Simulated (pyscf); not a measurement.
Hydrogen abstraction: H₂B–PH₂ + H atom (H•) -> H₂B–PH• + hydrogen (H₂)

Gas phase, doublet surface, charge 0. Bonds broken: P1–H3. Bonds formed: H3–H7. Single points on ωB97X-D3(BJ)/def2-SVP structures (PySCF, gas phase).

Transition state (Å):

```xyz
7

P     -0.2834    -0.2087     0.1399
B      1.5569     0.1344     0.1784
H     -0.7166     0.2230     1.4767
H     -0.3475    -1.6134     0.3225
H      2.3118    -0.6000    -0.4110
H      1.9625     1.1591     0.6699
H     -0.9382     0.4852     2.7616
```

One imaginary mode, 840i cm⁻¹; descent along it reached the two sides named.

| bond | change | reactant side (Å) | saddle | product side |
|---|---|---|---|---|
| P1–H3 | breaks | 1.415 | 1.470 | 3.0 |
| H3–H7 | forms | 3.2 | 1.330 | 0.761 |

Electronic energies relative to the separated reactants (kJ/mol):

```tsv
level	barrier	reaction energy	reverse barrier
ωB97X-D3(BJ)/def2-TZVP	14.7	-75.6	90.3
PBE/def2-TZVP	-1.5	-75.7	74.2
r²SCAN/def2-TZVP	-7.8	-84.7	76.9
B3LYP-D3(BJ)/def2-TZVP	-3.3	-89.9	86.6
PBE0-D3(BJ)/def2-TZVP	4.0	-72.8	76.8
M06-2X/def2-TZVP	16.9	-85.1	102.1
ωB97M-D3(BJ)/def2-TZVP	14.2	-79.4	93.6
HF/def2-TZVP	39.8	-70.3	110.1
```

With ωB97M-D3(BJ)/def2-TZVP energies and thermal terms (ideal gas, 1 atm, RRHO with modes under 100 cm⁻¹ raised to 100, one conformer, R ln 2 for chiral ones without a mode under 150 cm⁻¹), in kJ/mol:

```json
[
 {"T (K)": "298", "ΔH‡": "8.7", "ΔG‡": "33.4", "ΔH": "-77.9", "ΔG": "-85.1"},
 {"T (K)": "600", "ΔH‡": "7.4", "ΔG‡": "58.9", "ΔH": "-77.9", "ΔG": "-92.6"},
 {"T (K)": "900", "ΔH‡": "6.6", "ΔG‡": "84.9", "ΔH": "-79.6", "ΔG": "-99.6"},
 {"T (K)": "1200", "ΔH‡": "5.9", "ΔG‡": "111.1", "ΔH": "-82.1", "ΔG": "-105.9"}
]
```

At PBE, r²SCAN, B3LYP-D3(BJ) this geometry lies under the reactants; that is no barrier but a single point on another level's saddle; such a level's own saddle, if it has one, lies nearer that side and is low. This is the saddle that the search found; another between the same sides may lie lower. The angle at the transferred H is 170°.
